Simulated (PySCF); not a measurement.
CH₇AlSi.
Geometry (PBE0-D3(BJ)/def2-SVP, Å), atoms numbered from 1 in this order:
```xyz
10
CH7AlSi angstrom
Al     1.733    0.453   -0.023
C      0.103   -0.606   -0.231
Si    -1.362    0.019    0.763
H      2.808    0.048    1.077
H      1.967    1.726   -0.948
H     -0.201   -0.609   -1.293
H      0.292   -1.651    0.073
H     -2.590   -0.811    0.556
H     -1.689    1.429    0.382
H     -1.043    0.012    2.227
```

Level of theory: PBE0-D3(BJ)/def2-SVP geometry optimisation, gas phase in PySCF.

(1) Which atoms are bound to Al1, and at what distances?

(2) List the angles at Al1.

(3) What is the shape at Al1?

(4) What are the other bond lengths?

(5) Give some angles away from the centre.

(6) What are the rotational constants (commonest isotopes, rigid rotor)?

## Answers

(1) 3 atoms: H4 1.591 Å, H5 1.591 Å, C2 1.954 Å. The nearest atom not counted as bound is H6, at 2.55 Å (others tie with it).

(2) 
```json
{"angle": "H4–Al1–H5", "degrees": "120.4", "distance of the outer atoms (Å)": "2.76"}
{"angle": "C2–Al1–H4", "degrees": "119.9", "distance of the outer atoms (Å)": "3.07"}
{"angle": "C2–Al1–H5", "degrees": "119.7", "distance of the outer atoms (Å)": "3.07"}
```

(3) Planar: angles 120.4°, 119.9° and 119.7°, sum 360.0°, 0.01 Å off the plane of its three neighbours.

(4) C2–Si3 1.878 Å; C2–H6, C2–H7 1.105 Å; Si3–H8, Si3–H9, Si3–H10 1.498 Å.

(5) Al1–C2–Si3 114.4°.

(6) A = 18725, B = 2888, C = 2728 MHz: a near-prolate asymmetric top.

Point group: near Cs, missed by 0.11 Å at most; the miss may be what the optimiser left on a soft mode. Charge 0, singlet. Stationary, but not proved a minimum.

One conformer stands for the species.
